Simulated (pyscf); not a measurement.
9 transition-metal steps of one kind (hydrogen abstraction, radical): barrier in eV, from the separated reactants or the lowest minimum found. Structures and frequencies: ωB97X-D3(BJ)/def2-SVP in PySCF. Functionals in def2-TZVP; the last column is ωB97M-D3(BJ)/def2-TZVP. Rows were drawn at random from the steps of this kind and element class whose saddle was verified and whose references are stable.

| step | PBE | B3LYP-D3(BJ) | M06-2X | ωB97M-D3(BJ) |
|---|---|---|---|---|
| `[NH][Ti]([NH2])([NH2])[OH]` [doublet] + `[H][H]` → `[NH2][Ti]([NH2])([NH2])[OH]` + `[H]` [doublet] | [?] | 0.32 | 0.41 | 0.36 |
| `[CH3][Zn][Cl]` + `[CH3]` [doublet] -> `[CH2][Zn][Cl]` [doublet] + `[CH4]` | 0.33 | 0.48 | 0.60 | 0.62 |
| `[NH][Zr]([NH2])([NH2])[OH]` [doublet] + `[H][H]` -> `[NH2][Zr]([NH2])([NH2])[OH]` + `[H]` [doublet] | 0.15 | 0.27 | 0.41 | 0.35 |
| `[ZnH2]` + `[CH3]` [doublet] -> `[ZnH]` [doublet] + `[CH4]` | -0.02 | 0.09 | 0.16 | 0.21 |
| `[NH][Hf]([NH2])([NH2])[NH2]` [doublet] + `[H][H]` → `[NH2][Hf]([NH2])([NH2])[NH2]` + `[H]` [doublet] | 0.11 | 0.25 | 0.39 | 0.33 |
| `[CH3][Zr]([Cl])([Cl])[Cl]` + `[H]` [doublet] → `[CH2][Zr]([Cl])([Cl])[Cl]` [doublet] + `[H][H]` | 0.16 | 0.15 | 0.46 | 0.40 |
| `[O][Ti]([Cl])([Cl])[Cl]` [doublet] + `[H][H]` -> `[OH][Ti]([Cl])([Cl])[Cl]` + `[H]` [doublet] | -0.04 | 0.00 | 0.12 | 0.07 |
| `[O][Ta]([F])([F])([F])[F]` [doublet] + `[H][H]` → `[OH][Ta]([F])([F])([F])[F]` + `[H]` [doublet] | -0.04 | 0.09 | 0.24 | 0.21 |
| `[O][Ta]([Cl])([Cl])([Cl])[Cl]` [doublet] + `[H][H]` -> `[OH][Ta]([Cl])([Cl])([Cl])[Cl]` + `[H]` [doublet] | [?] | 0.38 | 0.48 | 0.48 |

Question: Some entries are withheld; supply them.

Answer: 
- `[NH][Ti]([NH2])([NH2])[OH]` [doublet] + `[H][H]` → `[NH2][Ti]([NH2])([NH2])[OH]` + `[H]` [doublet], PBE: 0.23
- `[O][Ta]([Cl])([Cl])([Cl])[Cl]` [doublet] + `[H][H]` -> `[OH][Ta]([Cl])([Cl])([Cl])[Cl]` + `[H]` [doublet], PBE: 0.29

Differences from the last column (eV): PBE: mean -0.21, median -0.22, mean size 0.21, lower in 9 of 9; B3LYP-D3(BJ): mean -0.11, median -0.09, mean size 0.11, lower in 9 of 9; M06-2X: mean +0.03, median +0.05, mean size 0.04, lower in 2 of 9. PBE is closest for row 7 (0.11 eV apart) and farthest for row 2 (0.28 eV). PBE, r²SCAN and M06-2X carry no added dispersion term. The last column is a level with limits of its own. Each barrier is that of the saddle found. Open-shell species with a d-block atom are single-reference here; other states, and whether the spin sits on metal or ligand, were not checked. Elements up to Kr have no core potential and no relativistic terms here. Elements past Kr carry the def2 core potentials, without spin-orbit coupling.
